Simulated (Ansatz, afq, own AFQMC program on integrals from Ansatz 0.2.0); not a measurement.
# Where AFQMC and coupled cluster stand for Al₂H₃, doublet

```yaml
atoms:
  - { symbol: Al, position_ang: [0.0000, 0.0000, 0.9607] }
  - { symbol: Al, position_ang: [0.0000, 0.0000, -0.9913] }
  - { symbol: H, position_ang: [0.0000, 1.4042, 1.6997] }
  - { symbol: H, position_ang: [0.0000, -1.4042, 1.6997] }
  - { symbol: H, position_ang: [0.0000, 0.0000, -2.5807] }
```

Connectivity, by distances: AlH2–AlH.

Basis cc-pVDZ. Noble-gas cores (and the filled d shells of Ga–Kr and In–Xe) are frozen. Integrals, coupled cluster, full CI and functionals: Ansatz 0.2.0; the random walks run on the same integrals in our own AFQMC program. The CISD trial takes its coefficients from CCSD amplitudes. Released means that phaseless walkers are propagated on without the constraint, phases kept. ± is one standard error of the sampling.

Determinant: UHF, the one that the program's search chose, which needn't be the lowest solution. The geometry is a point of a scan.

No full CI on the walks' own integrals is used here; CCSDT(Q) serves as the reference and is uncertain by about the last step of the cluster series.

Cautions: the released energies are still falling, so no released level is given (meV from the phaseless value at times in 1/Eh: 4 ± 10 at 0.24, -1 ± 9 at 0.51, 3 ± 9 at 0.99, -6 ± 8 at 1.62, -20 ± 9 at 2.40), though the last usable value meets CCSDT(Q) within the noise.

The T1 diagnostic is 0.0186. The weight of the determinant in the CISD state is 0.885, the ⟨S²⟩ of the determinant is 0.763 and the size of the correlated space is 9 electrons in 41 orbitals.

Reference: CCSDT(Q), correlation energy -4.357 eV.

```json
{"level": "HF", "E − E(reference) (mEh)": "160.13", "share of correlation (%)": "0.00"}
{"level": "MP2", "E − E(reference) (mEh)": "41.86", "share of correlation (%)": "73.86"}
{"level": "CCSD", "E − E(reference) (mEh)": "4.95", "share of correlation (%)": "96.91"}
{"level": "CCSD(T)", "E − E(reference) (mEh)": "1.28", "share of correlation (%)": "99.20"}
{"level": "CCSDT", "E − E(reference) (mEh)": "0.16", "share of correlation (%)": "99.90"}
{"level": "ph-AFQMC/HF", "E − E(reference) (mEh)": "-0.84 ± 1.54", "share of correlation (%)": "100.53"}
{"level": "ph-AFQMC/CISD", "E − E(reference) (mEh)": "0.43 ± 0.36", "share of correlation (%)": "99.73"}
```

A walk keeps the symmetry of its determinant, which the program's search chose and which needn't be the lowest solution, so a lower state of the same spin and another symmetry isn't excluded.
